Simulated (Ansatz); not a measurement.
We consider rock-salt PbTe, described by Hartree–Fock (plane waves, PAW; Ansatz, a first-principles code).

Total energies, extrapolated to zero smearing (they compare only within this program, potentials and cutoff; free atoms with spin allowed, lowest state found):

| system | energy (eV/atom) |
|---|---|
| rock-salt PbTe, relaxed | -9345.3752 |
| free Te atom | -6917.5071 |
| free Pb atom | -11770.5254 |

Question: Work out the cohesive energy per atom.

Answer: E_coh = [1 × (-6917.5071) + 1 × (-11770.5254)]/2 − (-9345.3752) = 1.36 eV/atom. The reference value is 2.41 ± 0.03 eV/atom (worked out here from tabulated enthalpies at 298 K, brought to a static lattice with a Debye model, atoms in their spin–orbit ground levels; inputs from the CRC Handbook), not set against a level without spin–orbit coupling.

Spin–orbit coupling is left out; its size isn't shown.

The PAW data were made under PBE.

Note: the cell is over a tenth larger than the published one: the level's own overestimate first of all, though another phase or state, or a fault of the published cell, is possible.
